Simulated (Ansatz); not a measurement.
# Active spaces for C4H4N2, triplet

Computed with Ansatz's Gaussian-basis code (development build); CASPT2, NEVPT3 by development code. Basis cc-pVDZ, nonrelativistic, 6 orbitals frozen in the corrections. State-specific CASSCF; RHF is the lowest restricted (open-shell) Hartree–Fock solution met. Letters tell apart solutions met in one space. Solutions may break the symmetry of the shape. The lowest solution met needn't be the lowest there is, nor hold the orbitals that a chemist would pick.

Geometry:

```
atom   x (Å)    y (Å)    z (Å)
   C  0.0000   0.0000   1.3115
   N  0.0000   1.2019   0.7169
   C  0.0000   1.1854  -0.6255
   C  0.0000   0.0000  -1.3535
   C  0.0000  -1.1854  -0.6255
   N  0.0000  -1.2019   0.7169
   H  0.0000   0.0000   2.3990
   H  0.0000   2.1550  -1.1195
   H  0.0000   0.0000  -2.4387
   H  0.0000  -2.1550  -1.1195
```

CASSCF less RHF, in eV, and natural occupations:

```json
{"CAS": "(10,8) a", "CASSCF": "-2.534", "occupations": "2.00, 2.00, 1.90, 1.56, 1.36, 0.64, 0.44, 0.10"}
{"CAS": "(10,8) b", "CASSCF": "-2.162", "occupations": "1.97, 1.93, 1.91, 1.90, 1.10, 0.96, 0.15, 0.08"}
```

Problem. What totals less RHF do the corrections give on each solution?

Solution. 

| CAS | SC-NEVPT2 | FIC-NEVPT2 | NEVPT3 | CASPT2 (IPEA 0) | CASPT2 (IPEA 0.25) |
| --- | --- | --- | --- | --- | --- |
| (10,8) a | -22.104 | -22.160 | -23.301 | -22.731 | -22.356 |
| (10,8) b | -22.717 | -22.803 | -23.560 | -23.283 | -22.843 |

Problem. In CAS(10,8), is the solution lowest in CASSCF also lowest after SC-NEVPT2?

Solution. No: (10,8) b is lowest after SC-NEVPT2, 0.61 eV under (10,8) a, which leads in CASSCF.

Problem. Roughly how much CPU time does a whole run from the default start take (median of such runs, summed over threads; nearly all runs on one pinned thread of a shared server, mostly Xeon at 2.3 to 2.6 GHz, by a development driver)?

Solution. CAS(10,8) a: about 31 s. Other jobs ran beside these, and the count of passes differs.
